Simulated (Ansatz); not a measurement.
Reaction (SMILES): O (H2O) → [OH-] + H+
B3LYP-D3(BJ)/def2-TZVP geometries, fixed; electronic energies without zero-point terms.

Basis-set convergence of the deprotonation energy at PBE with Ansatz (a program for electronic structure). Cartesian d functions, on some or all atoms, in 6-31G*, 6-31+G*; all else is spherical. The program fits the integrals of some runs and decomposes those of others, by size. No added dispersion term, no relativity. Functions are those of the species that has most. Reference: the value in aug-cc-pV5Z, 392.50 kcal/mol, itself unsure by roughly 0.31 kcal/mol (its mean distance from aug-pcseg-3, aug-cc-pVQZ, def2-QZVPPD). Deviations are taken from unrounded values.

| basis | functions | deprotonation energy (kcal/mol) |
|---|---|---|
| 6-31G* | 19 | 432.72 |
| 6-31+G* | 23 | 390.82 |
| cc-pVDZ | 24 | 439.52 |
| aug-cc-pVDZ | 41 | 391.49 |
| def2-SVP | 24 | 437.68 |
| def2-SVPD | 39 | 391.59 |
| pcseg-1 | 24 | 424.61 |
| aug-pcseg-1 | 41 | 390.09 |
| 6-311G** | 30 | 429.68 |
| 6-311+G** | 34 | 394.13 |
| def2-TZVP | 43 | 408.82 |
| def2-TZVPD | 58 | 391.75 |
| cc-pVTZ | 58 | 420.16 |
| aug-cc-pVTZ | 92 | 392.79 |
| pcseg-2 | 58 | 404.00 |
| aug-pcseg-2 | 92 | 392.06 |
| def2-TZVPP | 59 | 409.82 |
| def2-TZVPPD | 74 | 392.48 |
| cc-pVQZ | 115 | 410.52 |
| aug-cc-pVQZ | 172 | 392.81 |
| def2-QZVPP | 117 | 401.55 |
| def2-QZVPPD | 132 | 392.37 |
| pcseg-3 | 126 | 395.75 |
| aug-pcseg-3 | 183 | 392.00 |
| cc-pV5Z | 201 | 401.11 |
| aug-cc-pV5Z | 287 | 392.50 |

What the diffuse functions change, pair by pair:
- 6-31G* to 6-31+G*: 4 more functions, deviation 40.21 to -1.68 kcal/mol
- cc-pVDZ to aug-cc-pVDZ: 17 more functions, deviation 47.02 to -1.01 kcal/mol
- def2-SVP to def2-SVPD: 15 more functions, deviation 45.18 to -0.91 kcal/mol
- pcseg-1 to aug-pcseg-1: 17 more functions, deviation 32.11 to -2.41 kcal/mol
- 6-311G** to 6-311+G**: 4 more functions, deviation 37.18 to 1.63 kcal/mol
- def2-TZVP to def2-TZVPD: 15 more functions, deviation 16.32 to -0.75 kcal/mol
- cc-pVTZ to aug-cc-pVTZ: 34 more functions, deviation 27.66 to 0.29 kcal/mol
- pcseg-2 to aug-pcseg-2: 34 more functions, deviation 11.49 to -0.44 kcal/mol
- def2-TZVPP to def2-TZVPPD: 15 more functions, deviation 17.31 to -0.02 kcal/mol
- cc-pVQZ to aug-cc-pVQZ: 57 more functions, deviation 18.01 to 0.31 kcal/mol
- def2-QZVPP to def2-QZVPPD: 15 more functions, deviation 9.05 to -0.13 kcal/mol
- pcseg-3 to aug-pcseg-3: 57 more functions, deviation 3.25 to -0.50 kcal/mol
- cc-pV5Z to aug-cc-pV5Z: 86 more functions, deviation 8.61 to 0.00 kcal/mol

Leaving out the reference's own pair, they bring the value nearer the reference by more than 0.31 kcal/mol in 12 of 12 pairs.
